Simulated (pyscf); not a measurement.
Thermochemistry of product channels of `[NH2][Si]([NH2])([NH2])[Cl]` + `[H]` [doublet] on the doublet surface, in kJ/mol, from ωB97M-D3(BJ)/def2-TZVP energies (ideal gas, 1 atm, RRHO with modes under 100 cm⁻¹ raised to 100, one conformer, R ln 2 for chiral ones without a mode under 150 cm⁻¹). PySCF, gas phase, ωB97X-D3(BJ)/def2-SVP geometries.

```json
[
 {"products": "`[NH2][SiH]([NH2])[NH2]` + `[Cl]` [doublet]", "ΔE": "?", "ΔH(298 K)": "+106.2", "ΔG(298 K)": "+102.8", "ΔG(900 K)": "+100.7"},
 {"products": "`[NH2][Si]([NH2])[NH2]` [doublet] + `[ClH]`", "ΔE": "+72.2", "ΔH(298 K)": "+81.6", "ΔG(298 K)": "+67.9", "ΔG(900 K)": "?"}
]
```

Q: Some entries are withheld; supply them.

A: 
- `[NH2][SiH]([NH2])[NH2]` + `[Cl]` [doublet], ΔE: +91.9
- `[NH2][Si]([NH2])[NH2]` [doublet] + `[ClH]`, ΔG(900 K): +45.0

These are energies of the channels, which say nothing of barriers. Left out: orbital degeneracy and the spin-orbit lowering of Cl.
